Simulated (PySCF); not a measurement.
ethane (C2H6), SMILES CC. Atoms are numbered in the order given.

```xyz
8

C      0.0000     0.0000    -0.7616
C      0.0000     0.0000     0.7616
H     -0.8813    -0.5088    -1.1594
H      0.8813    -0.5088    -1.1594
H      0.0000     1.0177    -1.1594
H     -0.8813     0.5088     1.1594
H      0.8813     0.5088     1.1594
H      0.0000    -1.0177     1.1594
```

Geometry optimised at r2SCAN-D4/def2-TZVP.

Two levels are set side by side: PBE/pcSseg-2 (PySCF) and PBE0/pcSseg-2 (PySCF). GIAO shifts against TMS (¹H), TMS (¹³C) at the same level; non-relativistic, no solvent, atoms listed together averaged. Differences are taken from unrounded values.

| quantity | PBE0 | PBE | PBE minus PBE0 |
|---|---|---|---|
| δ(¹³C) of C1, C2 (ppm) | 9.5 | 9.4 | 0.0 |
| δ(¹H) of H3, H4, H5, H6, H7, H8 (ppm) | 0.93 | 0.94 | 0.01 |

On these quantities the two levels nearly agree.

Rough cost on one machine, each run with all the roots and properties that it gave: PBE0 against PBE within a factor of 2.
